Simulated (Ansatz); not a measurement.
`C=CC(C)F` → `C=CC` + `[CH]F` at 500 K and 1 bar (formal loss of a carbene).

Computed with Ansatz on PBE0-D4/def2-TZVP structures; ΔE is electronic, products minus reactants. CCSD(T)/CBS is the MP2 limit (def2-TZVPP, def2-QZVPP) plus CCSD(T) − MP2 in def2-TZVPP, frozen cores. This one scheme is used for every species. One conformer a species, not always the lowest.

| species | CCSD(T)/CBS energy (Eh) | H − E (kJ/mol) | S (J/(mol·K)) |
| --- | --- | --- | --- |
| `C=CC(C)F` | -256.19254 | 306.5 | 371.6 |
| `C=CC` | -117.74610 | 238.4 | 304.6 |
| `[CH]F` | -138.29972 | 50.0 | 241.9 |

H − E and S are ideal-gas, rigid-rotor, harmonic terms from PBE0-D4/def2-TZVP, for one conformer and one mirror image of each species. 1 Eh = 2625.50 kJ/mol, R = 8.31446 J/(mol·K).

Problem. By hand: ΔE, ΔH, ΔS and ΔG.

Solution. ΔE = (-117.74610) + (-138.29972) − (-256.19254) = 0.14672 Eh = 385.2 kJ/mol. Δ(H − E) = 238.4 + 50.0 − 306.5 = -18.1, so ΔH = 367.1 kJ/mol. ΔS = 304.6 + 241.9 − 371.6 = 174.9 J/(mol·K). ΔG = 367.1 − 500 × (174.9)/1000 = 279.7 kJ/mol.

Problem. By hand: the equilibrium constant, and the temperature at which ΔG would vanish if ΔH and ΔS stayed fixed.

Solution. log₁₀ K = −ΔG/(RT ln 10) = -29.2. ΔG = 0 at ΔH/ΔS = 2099 K.

The number of gas molecules changes by +1, which sets the sign of ΔS. A doubt of 5 kJ/mol in ΔE shifts log₁₀ K by 0.5 here. Other conformers and mirror images would add mixing entropy, several J/(mol·K) or more a flexible species. These are equilibria of isolated gas molecules and say nothing of rates. Largest T1 diagnostic: 0.018 (customary marks: 0.02 for closed shells, 0.045 for open ones).
